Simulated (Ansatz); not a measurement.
C3H6O3 can be A, `COCC(=O)O`, or B, `COC(O)C=O`.

Calculated with Ansatz (gas phase, PBE0-D4/def2-TZVP geometries, no zero-point term in ΔE). CCSD(T)/CBS adds triple-zeta CCSD(T) − MP2 to the extrapolated MP2 energy (def2 sets, frozen cores). Functionals use def2-TZVPP. One conformer a species, not always the lowest.

(1) Which isomer does CCSD(T)/CBS put lower? Give the gap. (Best estimate.)

(2) Give E(B) − E(A) in kJ/mol with B2PLYP, PBE-D4, ωB97M-V, CCSD/def2-TZVPP, PBE0-D4, r2SCAN-D4, HF/def2-TZVPP. (An estimate is asked.)

Largest T1 diagnostic: 0.014.

Results:

(1) The calculation gave: A, by 64.6 kJ/mol.

(2) Ansatz gave: B2PLYP 70.0, PBE-D4 75.2, ωB97M-V 69.6, CCSD/def2-TZVPP 64.3, PBE0-D4 74.5, r2SCAN-D4 77.5, HF/def2-TZVPP 68.9. None reverses the order clearly.
